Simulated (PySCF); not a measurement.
The electron affinity along the third row

All values are computed (PySCF 2.14, energy differences of UHF-based or UKS calculations, no spin-orbit coupling). Values in eV. The last column holds reference values (measured affinities from photodetachment; the arrow runs from anion to atom). Unmarked ones compare directly (S terms, centres of terms, or small fine structure); those marked * lie between the lowest fine-structure levels and include a spin-orbit shift.

```json
{"element": "Al (dyall-av2z, non-relativistic)", "configurations": "[Ne] 3s2 3p2 → [Ne] 3s2 3p1", "MP2 (valence)": "0.315", "SCS-MP2 (valence)": "0.221", "CCSD(T) (valence)": "0.367", "CCSDT (valence)": "0.377", "PBE": "0.588", "B3LYP": "0.464", "reference": "0.433 *"}
{"element": "Si (dyall-av2z, non-relativistic)", "configurations": "[Ne] 3s2 3p3 → [Ne] 3s2 3p2", "MP2 (valence)": "1.319", "SCS-MP2 (valence)": "1.153", "CCSD(T) (valence)": "1.295", "CCSDT (valence)": "1.300", "PBE": "1.508", "B3LYP": "1.356", "reference": "1.390 *"}
{"element": "P (dyall-av2z, non-relativistic)", "configurations": "[Ne] 3s2 3p4 → [Ne] 3s2 3p3", "MP2 (valence)": "0.286", "SCS-MP2 (valence)": "0.323", "CCSD(T) (valence)": "0.376", "CCSDT (valence)": "0.388", "PBE": "0.869", "B3LYP": "0.950", "reference": "0.747 *"}
{"element": "S (dyall-av2z, non-relativistic)", "configurations": "[Ne] 3s2 3p5 → [Ne] 3s2 3p4", "MP2 (valence)": "1.801", "SCS-MP2 (valence)": "1.781", "CCSD(T) (valence)": "n/a", "CCSDT (valence)": "n/a", "PBE": "2.189", "B3LYP": "n/a", "reference": "2.077 *"}
{"element": "Cl (dyall-av2z, non-relativistic)", "configurations": "[Ar] → [Ne] 3s2 3p5", "MP2 (valence)": "3.557", "SCS-MP2 (valence)": "3.462", "CCSD(T) (valence)": "3.432", "CCSDT (valence)": "3.430", "PBE": "3.712", "B3LYP": "3.732", "reference": "3.613 *"}
```

The highest occupied level of the anion is positive for Al⁻ at PBE, B3LYP; Si⁻ at PBE, B3LYP; P⁻ at PBE, B3LYP; S⁻ at PBE; Cl⁻ at PBE, so there the basis helps to hold the electron.

"Valence" correlates the outer s and p shells and, in groups 3 to 12 and the f block, the outer d or f shell, open or full, or the next shell where the ion has no valence electron left; the wider scheme adds the next inner shell.
